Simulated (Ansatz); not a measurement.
Mulliken charges of `CS[S]` radical from B3LYP/def2-TZVPP in Ansatz (PBE0-D4/def2-TZVP geometry).

| atom | x (Å) | y (Å) | z (Å) | charge (e) |
| --- | --- | --- | --- | --- |
| C1 | -0.339 | 0.445 | -0.187 | -0.266 |
| S2 | 0.028 | -0.841 | 1.023 | 0.092 |
| S3 | 1.608 | -1.765 | 0.370 | -0.194 |
| H4 | -1.224 | 0.978 | 0.165 | 0.116 |
| H5 | 0.506 | 1.130 | -0.260 | 0.126 |
| H6 | -0.537 | -0.010 | -1.156 | 0.126 |

Problem. By hand: the dipole of these point charges (1 e Å = 4.8032 D).

Solution. Σ q r = (-0.365, 0.401, -0.087) e Å, of length 0.549 e Å = 2.64 D.

Problem. How does the dipole of the full density compare? (Estimate.)

Solution. Ansatz gave: (-0.304, 0.390, -0.144) e Å, 2.47 D; the point charges give 1.07 times that, at 8° from its direction.

Point charges leave out the atoms' own dipoles, such as those of lone pairs, and Mulliken's split depends on the basis, so the close match here is no proof of good charges.

B3LYP here is the variant with VWN-RPA as its local correlation; programs differ in this.
